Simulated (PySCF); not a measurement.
Cubic BN: correlation energy from several methods in one and the same small orbital space (PySCF; 2 atoms at the zone centre, 8 electrons in 58 orbitals, empty ones MP2 natural orbitals of a TZ basis, lattice constant set to 3.616 Å). It tests the methods against each other and lies far from the crystal's limit.

| method | E_corr (eV per atom) | share of CCSDT(Q) (%) | difference (meV) |
|---|---|---|---|
| MP2 | -2.8658 | 81.6 | 646 |
| CCSD | -3.3902 | 96.5 | 122 |
| CCSD(T) | -3.4900 | 99.4 | 22 |
| CCSDT | -3.5070 | 99.9 | 5 |
| CCSDT(Q) | -3.5121 | 100.0 | 0 |

MP2, (T) and (Q) use filled levels shifted down by the Madelung term, which in so small a cell is a large part of the gap, so these rows hang on it.

CCSDT(Q) is the highest level reached here, not an exact value.
